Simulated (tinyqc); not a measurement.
Extended Hueckel theory, for BH-, step by step. The parameters take no account of the charge, which enters only through the electron count, and nothing here shows that the anion is bound. Computed by tinyqc, a small Python program that keeps every step (integrals from PySCF). Settings: charge = -1, K = 1.75, weighted = 1, multiplicity = 2. Command: `OMP_NUM_THREADS=1 python tinyqc.py 22771 22772 out.jsonl` (the two numbers bound the seeds that draw the settings). One thread of a shared host (Intel(R) Xeon(R) Processor @ 2.60GHz), about 0.01 s of CPU time with the checks.

## Overlaps

Geometry (angstrom):
```
atom         x         y         z
B     0.000000  0.000000  0.000000
H     0.000000  0.000000  1.084000
```

Parameters chosen for this run:
```
element  shell  Slater exponent   H_ii (eV)
B           2s         1.300000  -15.200000
B           2p         1.300000   -8.500000
H           1s         1.300000  -13.600000
```

Slater orbitals, each expanded in six Gaussians scaled to its exponent.

overlap S:
```
           1B 2s    1B 2px    1B 2py    1B 2pz     2H 1s
1B 2s   1.000000  0.000000  0.000000  0.000000  0.538312
1B 2px  0.000000  1.000000  0.000000  0.000000  0.000000
1B 2py  0.000000  0.000000  1.000000  0.000000  0.000000
1B 2pz  0.000000  0.000000  0.000000  1.000000  0.559639
2H 1s   0.538312  0.000000  0.000000  0.559639  1.000000
```

## Wolfsberg-Helmholz matrix

diagonal H_ii (eV): 1B 2s -15.200000, 1B 2px -8.500000, 1B 2py -8.500000, 1B 2pz -8.500000, 2H 1s -13.600000

K = 1.750000

H_ij = K' S_ij (H_ii + H_jj)/2 for i != j (the diagonal keeps H_ii), with K' = K + D^2 + D^4 (1 - K), D = (H_ii - H_jj)/(H_ii + H_jj), K = 1.75.

H (eV):
```
             1B 2s     1B 2px     1B 2py      1B 2pz       2H 1s
1B 2s   -15.200000   0.000000   0.000000    0.000000  -13.589320
1B 2px    0.000000  -8.500000   0.000000    0.000000    0.000000
1B 2py    0.000000   0.000000  -8.500000    0.000000    0.000000
1B 2pz    0.000000   0.000000   0.000000   -8.500000  -11.138186
2H 1s   -13.589320   0.000000   0.000000  -11.138186  -13.600000
```

## Orbitals

valence electrons = 5

Solve H C = S C e through S^(-1/2); fill by pairs from the bottom, a degenerate level sharing its electrons equally; each orbital has its largest coefficient positive (the first on a tie).

orbital energies (eV): -18.271714  -10.835979  -8.500000  -8.500000  21.604373

occupations: 2.000000  2.000000  0.500000  0.500000  0.000000

coefficients:
```
             MO1        MO2       MO3        MO4        MO5
1B 2s   0.617018  -0.579863  0.000000   0.000000  -1.006441
1B 2px  0.000000   0.000000  0.752578  -0.658503   0.000000
1B 2py  0.000000   0.000000  0.658503   0.752578   0.000000
1B 2pz  0.047160   0.708666  0.000000   0.000000  -1.133324
2H 1s   0.504950   0.326260  0.000000   0.000000   1.468779
```

sum of one-electron energies = -66.715386 eV

Within a degenerate level the vectors are fixed only up to a rotation; this is one choice.

## Mulliken analysis

P = C n C^T; charge = valence electrons (B 3, H 1) minus the sum of (P S)_ii on the atom; overlap population = 2 sum P_ij S_ij between two atoms.

charges: 1B -0.859964, 2H -0.140036

Overlap populations:
```
pair     value
2-1   0.834391
```
